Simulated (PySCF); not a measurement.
Gas-phase reaction: 4 H2CSiH2 = Si + 3 SiH2 + 2 C2H5, at 1000 K and a standard pressure of 1 bar. Level: LDA/def2-TZVP†.

Energies from PySCF, thermal terms from the rigid-rotor harmonic-oscillator model, ideal gas at 1 bar. S°(298 K) at PBE0/def2-TZVP differs from the NASA 1993 table for C2H5 (+9 J/mol/K); whether the harmonic model or the table's entry is off was not settled. † marks an energy on the PBE0/def2-TZVP geometry and frequencies. Open shells (unrestricted): Si (multiplicity 3, electronic degeneracy 9), C2H5 (multiplicity 2); the rest are closed-shell singlets. Spin-orbit splitting is ignored; it lowers the true energy and changes the entropy of Si. H2CSiH2: computed as isolated molecules; such fragments, hydroxides, amides, oligomers or adducts are transient or little studied in the gas. The harmonic model lacks anharmonicity and excited electronic states, which grow with temperature; levels with a mode under 35 cm⁻¹ are left out. Internal rotation in C2H5 is treated as a harmonic vibration of one conformer, which makes the entropy rough.

```tsv
species	E (Ha)	H(1000 K) − E (kJ/mol)	S°(1000 K) (J/mol/K)
H2CSiH2	-328.40873	176.7	342.1
Si	-288.20745	20.8	193.9
SiH2	-289.42893	70.2	256.9
C2H5	-78.40437	229.3	353.8
```
E: electronic energy; H − E holds the zero-point and thermal terms. 1 Ha = 2625.5 kJ/mol.

**Question.** Work out ΔH°, ΔS°, ΔG° and log10 K from these numbers.

**Answer.** 1. ΔE = 1×(-288.20745) + 3×(-289.42893) + 2×(-78.40437) − 4×(-328.40873) = 0.33194 Ha = 871.5 kJ.
2. Δ(H − E) = 1×(20.8) + 3×(70.2) + 2×(229.3) − 4×(176.7) = -16.8 kJ, so ΔH° = 854.7 kJ.
3. ΔS° = 1×(193.9) + 3×(256.9) + 2×(353.8) − 4×(342.1) = 303.8 J/K; the number of gas molecules changes by +2.
4. ΔG° = ΔH° − TΔS° = 854.7 − 1000×(303.8)/1000 = 550.9 kJ.
5. log10 K = −ΔG°/(RT ln 10) = -28.78, with RT ln 10 = 19.14 kJ/mol; at standard pressures the reactants are favoured.
6. A shift of 10 kJ in ΔE would move log10 K by 0.52 here.
For scale, ΔH°(298 K) is 868 kJ at this level, 703 kJ at ωB97M-V/def2-TZVP†, and runs from 317 to 868 kJ over the 20 levels computed.
